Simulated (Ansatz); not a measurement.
Compare A (`CCC#CF`) with its isomer B (`CC1C=C1F`).

Computed with Ansatz on PBE0-D4/def2-TZVP structures; ΔE is electronic, products minus reactants. CBS: MP2 limit from def2 TZ/QZ plus the TZ coupled-cluster correction, frozen cores. DFT in def2-TZVPP. B3LYP here is the variant with VWN-RPA as its local correlation; programs differ in this.

A:

```xyz
10

C    -1.1442    0.6790    0.1570
C     0.0998    0.3102   -0.6452
C     0.9476   -0.6596    0.0363
C     1.6243   -1.4551    0.6168
F     2.3540   -2.3051    1.2295
H    -1.7577   -0.2028    0.3490
H    -0.8704    1.1141    1.1196
H    -1.7483    1.4061   -0.3897
H    -0.1925   -0.0965   -1.6187
H     0.6875    1.2097   -0.8545
```

B:

```xyz
10

C    -0.1202   -1.2788   -0.1451
C     0.3811    0.0534    0.3549
C     0.3688    1.3099   -0.5508
C    -0.4649    1.2434    0.4191
F    -1.4504    1.8026    1.0761
H    -0.4836   -1.8979    0.6802
H    -0.9388   -1.1444   -0.8562
H     0.6789   -1.8339   -0.6442
H     1.2049   -0.0328    1.0703
H     0.8242    1.7786   -1.4043
```

Question: Which isomer does CCSD(T)/CBS put lower? Give the gap. (Estimate.)

Answer: Ansatz gave: A, by 35.8 kJ/mol.

Question: Give E(B) − E(A) in kJ/mol with CCSD(T)/def2-TZVPP, BLYP-D4, CCSD(T)/def2-SVP, PBE-D4, CCSD/def2-TZVPP, B3LYP-D4, r2SCAN-D4. (Best estimate.)

Answer: The calculation gave: CCSD(T)/def2-TZVPP 36.1, BLYP-D4 37.5, CCSD(T)/def2-SVP 34.2, PBE-D4 18.3, CCSD/def2-TZVPP 39.3, B3LYP-D4 37.0, r2SCAN-D4 22.3. None reverses the order clearly.

Question: Does the order hold for the free energy at 298.15 K (harmonic terms from PBE0-D4)? (Estimate.)

Answer: Computed: Yes: G(B) − G(A) = +35.5 kJ/mol.

Largest T1 diagnostic: 0.011.

In def2-TZVPP, CCSD(T) changes the Hartree–Fock value by −19.5 kJ/mol (the triples alone add −3.2 kJ/mol) and MP2 by −20.0 kJ/mol. Leaving LDA and LC-ωPBE aside and taking each functional with its dispersion term where it has one, the values, not all of them listed here, spread over 22.0 kJ/mol, from revPBE-D4 to B2PLYP. LDA lies −9.7 kJ/mol from PBE without D4.
